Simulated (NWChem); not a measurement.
System meant: Si cation, doublet

Input file for NWChem:

```
start job
memory heap 200 mb stack 900 mb global 1100 mb
charge 1
geometry units angstroms noautoz
  Si     0.000000     0.000000     0.000000
end
basis spherical
  * library def2-svp
end
dft
  odft
  mult 3
  xc b3lyp
  iterations 150
  mulliken
end
task dft energy
```

End of the output:

```
            Nuclear Dipole moment (a.u.)
            ----------------------------
        X                 Y               Z
 ---------------- ---------------- ----------------
     0.0000000000     0.0000000000     0.0000000000

            XYZ format geometry
            -------------------
     1
 geometry
 Si                    0.00000000     0.00000000     0.00000000

 Summary of "ao basis" -> "" (spherical)
 ------------------------------------------------------------------------------
       Tag                 Description            Shells   Functions and Types
 ---------------- ------------------------------  ------  ---------------------
 *                          def2-svp                  on all atoms

                                 NWChem DFT Module
                                 -----------------

 Summary of "ao basis" -> "ao basis" (spherical)
 ------------------------------------------------------------------------------
       Tag                 Description            Shells   Functions and Types
 ---------------- ------------------------------  ------  ---------------------
 Si                         def2-svp                 8       18   4s3p1d

 Summary of "ao basis" -> "ao basis" (spherical)
 ------------------------------------------------------------------------------
       Tag                 Description            Shells   Functions and Types
 ---------------- ------------------------------  ------  ---------------------
 Si                         def2-svp                 8       18   4s3p1d

  number of electrons :                   13
  multiplicity        :                    3
 ------------------------------------------------------------------------
  no. of electrons and multiplicity not compatible                  13
 ------------------------------------------------------------------------
 ------------------------------------------------------------------------
  current input line :
    17: task dft energy
 ------------------------------------------------------------------------
 ------------------------------------------------------------------------
 There is an error in the input file
 ------------------------------------------------------------------------
 For more information see the NWChem manual at https://nwchemgit.github.io

0: no. of electrons and multiplicity not compatible:Received an Error in Communication
```

Problem. Can this run be used? If not, why, and what is the fix?

Solution. The program refused the input. Cause: the multiplicity doesn't fit the number of electrons (an even count wants an odd multiplicity, and the reverse). This input runs:
```
start job
memory heap 200 mb stack 900 mb global 1100 mb
charge 1
geometry units angstroms noautoz
  Si     0.000000     0.000000     0.000000
end
basis spherical
  Si library def2-svp
end
dft
  odft
  mult 2
  xc b3lyp
  iterations 150
  mulliken
end
task dft energy
```
It converges to -288.99596 Ha (B3LYP/def2-SVP, spin-unrestricted).
